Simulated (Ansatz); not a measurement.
A run of Ansatz (development build ahead of 0.2.0) on singlet C6H4 at this shape:

```json
{"atom": "C", "x (Å)": "0.0000", "y (Å)": "0.6763", "z (Å)": "-1.3334"}
{"atom": "C", "x (Å)": "0.0000", "y (Å)": "-0.6763", "z (Å)": "-1.3334"}
{"atom": "C", "x (Å)": "0.0000", "y (Å)": "1.5795", "z (Å)": "-0.1446"}
{"atom": "C", "x (Å)": "0.0000", "y (Å)": "-1.5795", "z (Å)": "-0.1446"}
{"atom": "C", "x (Å)": "0.0000", "y (Å)": "0.7588", "z (Å)": "1.1390"}
{"atom": "C", "x (Å)": "0.0000", "y (Å)": "-0.7588", "z (Å)": "1.1390"}
{"atom": "H", "x (Å)": "0.0000", "y (Å)": "2.7588", "z (Å)": "-0.1407"}
{"atom": "H", "x (Å)": "0.0000", "y (Å)": "-2.7588", "z (Å)": "-0.1407"}
{"atom": "H", "x (Å)": "0.0000", "y (Å)": "1.3281", "z (Å)": "2.1746"}
{"atom": "H", "x (Å)": "0.0000", "y (Å)": "-1.3281", "z (Å)": "2.1746"}
```

Its results:

```yaml
Converged: yes
Reference_energy: -229.30160 hartree
Correlation_energy: -0.83567 hartree
Total_energy: -230.13727 hartree
Spin_squared_of_the_determinant: 0.000
```

Task: Which input gives this output? Name the method, the orbitals and the basis set, and write the input.

Result: RHF-MP2 in cc-pVDZ. An unrestricted run that stays on the closed shell gives the same numbers.

```yaml
crystal:
  periodic: [false, false, false]
  atoms:
    - { symbol: C, position_ang: [0.0, 0.67632, -1.33338] }
    - { symbol: C, position_ang: [0.0, -0.67632, -1.33338] }
    - { symbol: C, position_ang: [0.0, 1.57952, -0.14459] }
    - { symbol: C, position_ang: [0.0, -1.57952, -0.14459] }
    - { symbol: C, position_ang: [0.0, 0.75884, 1.13899] }
    - { symbol: C, position_ang: [0.0, -0.75884, 1.13899] }
    - { symbol: H, position_ang: [0.0, 2.75879, -0.14069] }
    - { symbol: H, position_ang: [0.0, -2.75879, -0.14069] }
    - { symbol: H, position_ang: [0.0, 1.32808, 2.17457] }
    - { symbol: H, position_ang: [0.0, -1.32808, 2.17457] }
basis:
  gaussian: { orbitals: cc-pVDZ }
hamiltonian:
  xc: hf
correlation:
  method: mp2
  frozen_orbitals: { C: 1, H: 0 }
```

Caution: in another basis set an unrestricted determinant lies well below.
